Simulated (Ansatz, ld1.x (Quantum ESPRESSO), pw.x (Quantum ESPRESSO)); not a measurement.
# From atom to crystal: RRKJ potential for Cu

* Element: Cu
* Generator: ld1.x (Quantum ESPRESSO) 7.5
* Type: norm-conserving RRKJ (Kleinman–Bylander form)
* Functional: PBEsol
* Relativity: scalar-relativistic
* Frozen core: [Ar]
* Valence charge: 11
* Reference configuration: 3d9 4s2 4p0
* Partial waves: 4p (bound, empty): rc 3.46 bohr; 3d (bound): rc 1.96 bohr; 4s (bound): rc 2.64 bohr
* Local potential: the s channel
* Core correction: Bessel-smoothed model core inside 0.85 bohr
* rho0: 0.02

Atomic tests: cutoffs needed: 55 Ry and 90 Ry (the cutoffs (Ry, on a coarse ladder) from which the occupation-weighted sum of valence levels, in a spherical-Bessel basis at the reference potential, stays within 10 and 1 mRy of its value at 400 Ry); ghost test: no extra level below or beside the all-electron valence levels (p, d, s, f tested) (spherical-Bessel basis up to 400 Ry, 20 bohr box); configuration tests: 7 of 7 tests not solved or not reliable.

Crystal test: sc Cu in pw.x 7.5, no spin, 14³ k-points, Fermi–Dirac smearing 0.01 Ry, cutoffs 110/440 Ry. The reference is all-electron LAPW (Ansatz 0.2.0) with the same functional, mesh and smearing; V0 and B0 come from Birch–Murnaghan fits to the pressures at five volumes. Errors are pseudo minus all-electron; Δ is the rms difference of the E(V) curves that follow from these fits, minima aligned, over ±6 % about the mean V0. Mesh and smearing are coarse, so the numbers serve the comparison and aren't converged zero-temperature values; the lattice is a test structure that the element need not adopt.

All-electron: a0 = 2.360 Å (V0 = 13.15 Å³/atom), B0 = 123.4 GPa.

**Question.** How far does the potential miss the all-electron equation of state?

**Answer.** mean pressure error (GPa): +1.08; a0 (Å): 2.367; a0 error (%): +0.31; B0 error (%): -3.6; Δ (meV/atom): 3.1. The largest radius (3.46 bohr) exceeds half the bond length (2.23 bohr), so the spheres overlap, which is one possible source of error among others. Atomic configuration tests: 7 of 7 tests not solved or not reliable.

| V (Å³/atom) | P all-electron (GPa) | P pseudo (GPa) |
| --- | --- | --- |
| 12.499 | 7.05 | 8.11 |
| 12.828 | 3.21 | 4.32 |
| 13.157 | -0.11 | 1.00 |
| 13.486 | -2.96 | -1.89 |
| 13.815 | -5.42 | -4.39 |

**Question.** At the middle volume, how do free energy and pressure move when the wave cutoff is lowered (ecutrho kept at four times it)?

**Answer.**

| cutoff (Ry) | shift of F (meV/atom) | shift of P (GPa) |
| --- | --- | --- |
| 50 | +153.3 | -0.08 |
| 66 | +26.6 | -2.54 |
| 88 | +6.1 | -0.60 |

Input at the middle volume:

```
&control
  calculation='scf', prefix='x', pseudo_dir='./', outdir='./tmp', tstress=.true., disk_io='none'
/
&system
  ibrav=0, nat=1, ntyp=1, ecutwfc=110, ecutrho=440, nbnd=13,
  occupations='smearing', smearing='fd', degauss=0.01
/
&electrons
  conv_thr=1e-09, mixing_beta=0.4, electron_maxstep=70
/
ATOMIC_SPECIES
Cu 1.0 Cu.UPF
CELL_PARAMETERS angstrom
  2.36076247 0.00000000 0.00000000
  0.00000000 2.36076247 0.00000000
  0.00000000 0.00000000 2.36076247
ATOMIC_POSITIONS crystal
Cu 0.0000 0.0000 0.0000
K_POINTS automatic
14 14 14 0 0 0
```

```bash
pw.x < Cu.scf.in > Cu.scf.out
```

Lines of the output:

```
Message from routine setup:
     using ibrav=0 with symmetry is DISCOURAGED, use correct ibrav instead
     lattice parameter (alat)  =       4.4612  a.u.
     unit-cell volume          =      88.7878 (a.u.)^3
     number of electrons       =        11.00
     number of Kohn-Sham states=           13
     kinetic-energy cutoff     =     110.0000  Ry
     charge density cutoff     =     440.0000  Ry
     scf convergence threshold =      1.0E-09
     Exchange-correlation= PBESOL
     number of k points=   120  Fermi-Dirac smearing, width (Ry)=  0.0100
     iteration #  1     ecut=   110.00 Ry     beta= 0.40
     total energy              =    -109.83632920 Ry
     estimated scf accuracy    <       0.03411726 Ry
     iteration #  2     ecut=   110.00 Ry     beta= 0.40
     total energy              =    -109.84274423 Ry
     estimated scf accuracy    <       0.00026466 Ry
     iteration #  3     ecut=   110.00 Ry     beta= 0.40
     total energy              =    -109.84275357 Ry
     estimated scf accuracy    <       0.00008372 Ry
     iteration #  4     ecut=   110.00 Ry     beta= 0.40
     total energy              =    -109.84275598 Ry
     estimated scf accuracy    <       0.00000039 Ry
     iteration #  5     ecut=   110.00 Ry     beta= 0.40
     total energy              =    -109.84275603 Ry
     estimated scf accuracy    <       0.00000004 Ry
     iteration #  6     ecut=   110.00 Ry     beta= 0.40
     the Fermi energy is    12.2784 ev
!    total energy              =    -109.84275603 Ry
     estimated scf accuracy    <          2.3E-10 Ry
     smearing contrib. (-TS)   =      -0.00124539 Ry
     The total energy is F=E-TS. E is the sum of the following terms:
     one-electron contribution =     -10.64683510 Ry
     hartree contribution      =      19.84929383 Ry
     xc contribution           =     -42.08857235 Ry
     ewald contribution        =     -76.95539703 Ry
     convergence has been achieved in   6 iterations
          total   stress  (Ry/bohr**3)                   (kbar)     P=       10.02
     Message from routine punch:
     Nothing written, as per user request (disk_io='none')
```

The run at the middle volume (120 k-points, 6 iterations) took about 19 s on one core of a shared host (Neoverse-V1, 32 threads, 247 GiB, load 18).
